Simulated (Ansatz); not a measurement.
The same path of BH₆NO (9 atoms, charge 0, multiplicity 1) was run twice with different band settings. Lost on the way: B1–O2, N6–H9. Made: O2–H9.

Computed with RKS B3LYP/def2-SVP (Ansatz).

Relaxed end points:

```xyz
9
Properties=species:S:1:pos:R:3
B 0.058 0.130 0.377
O -0.503 -0.522 1.514
H -1.424 -0.757 1.367
H 1.248 -0.116 0.201
H -0.621 0.153 -0.650
N 0.148 1.794 0.797
H 0.633 2.333 0.075
H -0.774 2.210 0.949
H 0.674 1.879 1.671
```

```xyz
9
Properties=species:S:1:pos:R:3
B 0.281 0.639 -0.297
O -0.417 -0.384 2.424
H -1.244 -0.679 2.018
H 1.352 0.092 -0.337
H -0.714 0.135 -0.760
N 0.182 1.911 0.276
H 0.985 2.418 0.633
H -0.671 2.459 0.273
H -0.313 0.513 2.072
```

Common settings: movable images 5; climbing image yes; optimiser quadratic models (default); start path through a guess of the saddle point; force threshold 0.05 eV/Å; iteration limit 60; end points relaxed.

| run | spring |
| --- | --- |
| 1 | 5.0 eV/Å² |
| 2 | 0.5 eV/Å² |

(1) What does each run give, and how far can it be trusted?

Answers

(1) Run 1: converged after 15 iterations, highest image 0.961 eV above the first end. A vibrational analysis at the climbing image gives one clearly imaginary mode, 1184i cm⁻¹: a first-order saddle point.
Run 2: converged after 17 iterations, highest image 0.961 eV above the first end. Another band between the same ends (5 images) ends at a top of the same energy, where a vibrational analysis finds 1 clearly imaginary mode.
The orbitals stay closed-shell, which can raise the energy where a bond breaks towards radicals; this wasn't checked here.
